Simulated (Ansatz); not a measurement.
We consider 2H MoS2, described by PBE-D3(BJ) (PAW; Ansatz, a first-principles code).

Settings: plane-wave cutoff 520 eV, 12×12×4 k mesh (along the axes of the cell as run), Fermi–Dirac smearing 0.01 eV, no spin polarisation, scalar-relativistic PAW data made under PBE.

Shape and atoms are relaxed at each volume.

Pressure at four volumes; x = ln(V/17.305 Å³). One pressure is withheld.

```
V (Å³/atom)        x  P (GPa)
-----------  -------  -------
16.613       -0.0408        ?
16.959       -0.0202     1.09
17.305        0.0000     0.00
17.997        0.0392    -1.46
```

Task: Pass a parabola P(x) through the three rows shown, estimate the bulk modulus and its pressure derivative near zero pressure, and predict the withheld pressure.

Result: Slopes between the rows: (0.00 − (1.09))/(0.0000 − (-0.0202)) = -53.96 and (-1.46 − (0.00))/(0.0392 − (0.0000)) = -37.24 GPa. Their difference over the span 0.0594 is c = 16.72/0.0594 = 281.5 GPa, so P(x) = 1.09 + (-53.96)(x − (-0.0202)) + 281.5 (x − (-0.0202))(x − (0.0000)). At the middle row B = −dP/dx = −[-53.96 + 281.5 × 0.0202] = 48.3 GPa, and B′ = dB/dP = 2c/B = 11.7. At x = -0.0408 the parabola gives 2.44 GPa; the run gives 2.44 GPa. The Birch–Murnaghan fit to the energies at all volumes has B0 = 47.6 GPa and B′ = 11.7.

Measured, for comparison: bulk modulus 53.4 ± 1 GPa (room temperature, no zero-point or thermal correction; as tabulated in Equation of State Measurement of Molybdenum Disulfide, J. Phys. Chem. Solids 67 …). Computed (rounded) less measured: bulk modulus -11 %.

Note: the bulk modulus comes from volumes at which shape and atoms were relaxed.
